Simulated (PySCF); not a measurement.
H3P, SMILES P. The structure is a stationary point at PBE0-D3(BJ)/def2-TZVPD.

Computed with PySCF 2.14.0 with PBE0-D3(BJ)/def2-TZVPD.

Harmonic wavenumbers (cm⁻¹): 1000, 1131, 1131, 2410, 2422, 2422. Rotational constants (GHz): 133.2, 133.2, 118.0; symmetry number 3.

### Question
Work out the zero-point energy and the ideal-gas rigid-rotor harmonic-oscillator thermochemistry at 298.15 K and 1 atm.

### Answer
ZPE = ½ Σ hcν = ½ × 10514 cm⁻¹ = 15.03 kcal/mol. H − E(el) = 17.45 kcal/mol. Entropy in cal/(mol K): translation 36.50, rotation 13.51, vibration 0.20, total 50.21. G − E(el) = 2.48 kcal/mol. Cp = 8.84 cal/(mol K).
